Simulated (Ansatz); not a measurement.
Heat of formation of CH3N (SMILES C=N) from total energies

The species is CH3N (5 atoms), meant as a singlet with charge 0. As SMILES, `C=N`. Geometry: relaxed at PBE0-D4/def2-TZVP.

Total energies at B3LYP/6-31G* (spherical functions) (Ansatz 0.2.0); the atoms run unrestricted:

```
species    state  energy (Eh)
   CH3N  singlet   -94.624716
      C  triplet   -37.844694
      N  quartet   -54.582875
      H  doublet    -0.500273
```

Harmonic wavenumbers at PBE0-D4/def2-TZVP, in cm⁻¹: 1071, 1106, 1172, 1368, 1491, 1738, 3034, 3132, 3464.

Measured heats of formation of the gaseous atoms at 298.15 K, in kJ/mol: C 716.9, N 472.4, H 218.0. Take 1 Eh = 2625.50 kJ/mol, 1 cm⁻¹ = 0.0119627 kJ/mol, RT = 2.479 kJ/mol.

Task: What heat of formation follows?

Result: 
1. Electronic atomisation energy: (-37.844694) + (-54.582875) + 3 × (-0.500273) − (-94.624716) = 0.696328 Eh = 1828.2 kJ/mol.
2. Zero-point energy: half the sum of the wavenumbers, 8788 cm⁻¹ = 105.1 kJ/mol.
3. Thermal vibrational enthalpy, Σ hcν̃/(exp(hcν̃/kT) − 1): 0.2 kJ/mol. Translation, rotation and pV of a non-linear molecule: 4 RT = 9.9 kJ/mol.
4. The 5 free atoms carry 5/2 RT each: 31.0 kJ/mol.
5. Atomisation enthalpy at 298 K: 1828.2 − 105.1 − 0.2 − 9.9 + 31.0 = 1744.0 kJ/mol.
6. Sum of the atoms' heats of formation: 1843.3 kJ/mol. Heat of formation: 1843.3 − 1744.0 = +99.3 kJ/mol.

The tabulated value is +88.7 kJ/mol (Active Thermochemical Tables), so this level is off by +10.6 kJ/mol, or 0.6 % of the atomisation enthalpy. Anharmonicity and any spin-orbit splitting of the molecule are left out.
